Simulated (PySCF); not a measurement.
## What each rung costs, and what it gives

Saddle point of BH4ClO, singlet (BH₂Cl ([BH2][Cl]) + H₂O → BH₃O ([BH2][OH]) + HCl; bonds formed: Cl2–H5; dative contacts that become bonds: B1–O6; bonds broken: B1–Cl2, H5–O6), PBE0-D4/def2-TZVP structure:

```tsv
atom	x (Å)	y (Å)	z (Å)
B1	-0.4148	-0.4193	0.3198
Cl2	1.8111	-0.3699	0.2820
H3	-0.7206	-1.3276	-0.3900
H4	-0.6214	-0.4057	1.4898
H5	0.8976	0.7211	-0.1547
O6	-0.3792	0.9222	-0.3023
H7	-0.5727	0.8792	-1.2448
```

Barriers are electronic and count from the start structure reached by relaxing down the imaginary mode.

PySCF 2.14 with density fitting (its default auxiliary sets; JK sets also for MP2 and CCSD(T)); basis: as named in each row; cores frozen in the correlated methods. B3LYP uses VWN-RPA correlation. Extrapolation: Hartree–Fock as exp(−7.88 √X), correlation as X^−2.97.

Times are rough, for one single point on 4 threads of a shared host (Arm Neoverse V2).

The estimate by CCSD(T) at an estimated basis limit (MP2 extrapolated from triple and quadruple zeta, plus CCSD(T) − MP2 in triple zeta) is 0.872 eV.

| method | basis | time (s) | barrier (eV) | method less estimate |
| --- | --- | --- | --- | --- |
| HF | STO-3G | under 1 | 1.713 | 0.841 |
| B3LYP-D4 | 6-31G | 2 | 0.969 | 0.097 |
| PBE0-D4 | def2-SVP | 2 | 0.743 | -0.129 |
| MP2 | def2-QZVPP | 2 | 0.845 | -0.027 |
| PBE-D4 | def2-SVP | 3 | 0.578 | -0.294 |
| SPW92 | def2-TZVPP | 4 | 0.559 | -0.313 |
| CCSD(T) | def2-SVP | 5 | 0.890 | 0.018 |
| PBE0-D4 | def2-TZVPP | 6 | 0.782 | -0.090 |
| BHLYP-D4 | def2-TZVPP | 6 | 0.920 | 0.048 |
| B3LYP-D4 | def2-TZVPP | 6 | 0.765 | -0.107 |
| PBE-D4 | def2-TZVPP | 6 | 0.644 | -0.228 |
| r2SCAN-D4 | def2-TZVPP | 13 | 0.722 | -0.150 |
| wB97M-V | def2-TZVPP | 83 | 0.846 | -0.025 |
| CCSD(T) | def2-TZVPP | 110 | 0.870 | -0.002 |

All methods are single points on the PBE0-D4 structures.

No T1 diagnostic of these runs exceeds 0.013.

The step is the kind of ligand exchange by which a precursor binds to a hydroxyl group, or is hydrolysed, in atomic layer deposition of oxides.

Labels in which every atom is bracketed show which atoms are joined, not bond orders.
